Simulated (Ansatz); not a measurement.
Reaction (SMILES): C[S] (CH3-S) → C[S-] (an electron is taken up)
B3LYP-D3(BJ)/def2-TZVP geometries, fixed; electronic energies without zero-point terms; positive where energy is released.
Largest species:
```
C
H 1 1.0894
H 1 1.0894 2 110.92
H 1 1.0953 2 107.93 3 118.03
S 1 1.7974 2 111.69 4 116.67
```
Charge 0, spin multiplicity 2.

How fast the adiabatic electron affinity converges with the basis for several methods (Ansatz, a quantum-chemistry and plane-wave program): deviation from each method's own reference, in eV. References: HF 0.595 eV, the value in aug-pcseg-3; MP2 1.991 eV, Hartree-Fock in aug-cc-pV(Q+d)Z plus the correlation part extrapolated as X^-3 from aug-cc-pV(T+d)Z and aug-cc-pV(Q+d)Z; PBE 1.809 eV, the value in aug-pcseg-3; PBE0 1.724 eV, the value in aug-pcseg-3; r2SCAN 1.721 eV, the value in aug-pcseg-3. Cartesian d functions, on some or all atoms, in 6-311G**, 6-311+G**; all else is spherical. In correlated methods cores are frozen. Open shells are unrestricted. No added dispersion term, no relativity. 

| basis | functions | HF | MP2 | PBE | PBE0 | r2SCAN |
|---|---|---|---|---|---|---|
| pcseg-0 | 28 | -0.297 | -1.388 | -0.660 | -0.499 | -0.470 |
| pcseg-1 | 47 | -0.005 | -0.653 | -0.191 | -0.104 | -0.088 |
| cc-pV(D+d)Z | 52 | -0.425 | -1.052 | -0.644 | -0.528 | -0.503 |
| 6-311G** | 63 | 0.070 | -0.569 | -0.035 | 0.007 | 0.024 |
| 6-311+G** | 71 | 0.070 | -0.531 | 0.011 | 0.027 | 0.041 |
| aug-pcseg-1 | 77 | 0.100 | -0.245 | 0.061 | 0.071 | 0.082 |
| def2-QZVPP | 217 | -0.066 | -0.183 | -0.128 | -0.092 | -0.090 |
| aug-cc-pV(Q+d)Z | 307 | 0.001 | -0.049 | -0.004 | -0.001 | -0.002 |

Mean absolute deviation over 6-311G**, 6-311+G**: PBE0 0.017, PBE 0.023, r2SCAN 0.033, HF 0.070, MP2 0.550 eV.
